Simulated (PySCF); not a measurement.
From computed data to an observable: chemical shift, span and skew from a shielding tensor

fluoromethane (CH3F), SMILES CF. Atoms are numbered in the order given.

```xyz
5

C      0.0000     0.0000     0.6348
F      0.0000     0.0000    -0.7523
H      0.8952     0.5169     0.9873
H     -0.8952     0.5169     0.9873
H      0.0000    -1.0337     0.9873
```
Charge 0, spin multiplicity 1.

Geometry: r2SCAN-D4/def2-TZVP.

GIAO shieldings from PBE0/pcSseg-2 (PySCF), non-relativistic, no solvent. The symmetric part of the tensor of C1 has the principal values 73.1, 73.1, 182.4 ppm. The same nucleus in TMS has σ = 186.1 ppm at this level (PySCF, at its B3LYP-D3(BJ)/def2-TZVP geometry).

Q: Work out the isotropic shielding, the ¹³C shift against TMS, the span and the skew.

A: 
σ(iso) = (σ11 + σ22 + σ33)/3 = 109.5 ppm. δ = σ(ref) − σ(iso) = 186.1 − (109.5) = 76.6 ppm.
Span Ω = σ33 − σ11 = 109.3 ppm. Skew κ = 3(σ(iso) − σ22)/Ω = 1.00, an axial tensor. Tumbling in solution averages the tensor to δ; in a static solid the shielding alone would spread this spin-1/2 line over Ω.
